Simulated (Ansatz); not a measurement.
C$_{3}$H$_{3}$F$_{3}$ (`FC1CC1(F)F`). Charge 0, multiplicity 1. All single points use the PBE0-D4/def2-TZVP geometry.

```xyz
9

F    -0.431   -1.485   -1.183
C    -0.003   -0.864   -0.060
C     0.760    0.440   -0.216
C    -0.620    0.423    0.318
F    -1.612    0.920   -0.424
F    -0.835    0.684    1.616
H     0.290   -1.554    0.724
H     0.864    0.806   -1.230
H     1.587    0.631    0.455
```

**Question.** What is the dipole moment at B3LYP/def2-TZVPP? (An estimate is asked.)

**Answer.** The calculation gave: 2.21 D, with components (2.17, -0.12, 0.44) D in this frame, pointing from negative to positive charge.

**Question.** And with PBE, r2SCAN, ωB97M-V? (Estimate.)

**Answer.** Computed: PBE 2.04 D, r2SCAN 2.14 D, ωB97M-V 2.20 D.

**Question.** Give the Mulliken charges with B3LYP, PBE, ωB97M-V in def2-TZVPP. (An estimate is asked.)

**Answer.** The calculation gave: 
| atom | B3LYP | PBE | ωB97M-V |
| --- | --- | --- | --- |
| F1 | -0.21 | -0.17 | -0.20 |
| C2 | 0.09 | 0.06 | 0.08 |
| C3 | -0.21 | -0.19 | -0.22 |
| C4 | 0.41 | 0.34 | 0.37 |
| F5 | -0.19 | -0.15 | -0.18 |
| F6 | -0.20 | -0.15 | -0.18 |
| H7 | 0.09 | 0.08 | 0.10 |
| H8 | 0.11 | 0.10 | 0.12 |
| H9 | 0.10 | 0.09 | 0.11 |

B3LYP here is the variant with VWN-RPA as its local correlation; programs differ in this.
